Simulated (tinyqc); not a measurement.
Stretching all distances: RHF, UHF, MP2, CISD and CCSD against full CI in the sto-3g basis, for HF, spin multiplicity 1. Computed by the program tinyqc with PySCF. All coordinates are multiplied by the scale. c0^2 is the weight of the RHF determinant in the lowest singlet FCI state (UHF is spin-contaminated and may lie near states of higher spin) and n(LUMO) the first natural occupation beyond the occupied space.

Geometry (angstrom):

| atom | x | y | z |
|---|---|---|---|
| F | 0.0000 | 0.0000 | 0.0000 |
| H | 0.0000 | 0.0000 | 0.8690 |

Full CI energy (hartree) and errors against it (kcal/mol):

| scale | distance 1-2 (angstrom) | E(FCI) | RHF | UHF | MP2 | CISD | CCSD | <S^2> UHF | c0^2 | n(LUMO) |
|---|---|---|---|---|---|---|---|---|---|---|
| 0.8700 | 0.7560 | -98.509836 | 9.8514 | 9.8514 | 2.7646 | 0.0000 | 0.0000 | 0.0000 | 0.9931 | 0.0136 |
| 1.0500 | 0.9124 | -98.595738 | 16.0015 | 16.0015 | 5.2418 | 0.0000 | 0.0000 | 0.0000 | 0.9852 | 0.0291 |
| 1.2400 | 1.0776 | -98.597977 | 25.3995 | 25.3995 | 9.4530 | 0.0000 | 0.0000 | 0.0000 | 0.9692 | 0.0606 |
| 1.4200 | 1.2340 | -98.571583 | 37.5301 | 36.8004 | 15.2651 | 0.0000 | 0.0000 | 0.1345 | 0.9431 | 0.1120 |
| 1.6000 | 1.3904 | -98.539889 | 52.9592 | 35.5404 | 22.8408 | 0.0000 | 0.0000 | 0.5496 | 0.9040 | 0.1895 |
| 1.9700 | 1.7119 | -98.488478 | 93.4252 | 17.0359 | 41.4918 | 0.0000 | 0.0000 | 0.8790 | 0.7879 | 0.4209 |
| 2.1500 | 1.8683 | -98.473834 | 114.9155 | 10.2148 | 49.3794 | 0.0000 | 0.0000 | 0.9365 | 0.7265 | 0.5435 |

Estimate the missing row, scale = 1.78.

Computed row:
```
scale   distance 1-2 (angstrom)      E(FCI)      RHF      UHF      MP2    CISD    CCSD  <S^2> UHF    c0^2  n(LUMO)
1.7800                   1.5468  -98.511442  71.4741  26.6530  31.7585  0.0000  0.0000     0.7623  0.8520   0.2930
```

UHF parts from RHF first at scale 1.42 of those listed, where <S^2> leaves zero. The weight c0^2 goes from 0.99 to 0.73 and n(LUMO) from 0.01 to 0.54: static correlation grows as the bonds break into open-shell fragments. The spread of the error along the curve, which distorts its shape, is CISD 0.0, CCSD 0.0, UHF 26.9, MP2 46.6, RHF 105.1 kcal/mol. With one virtual orbital CISD and CCSD are exact.
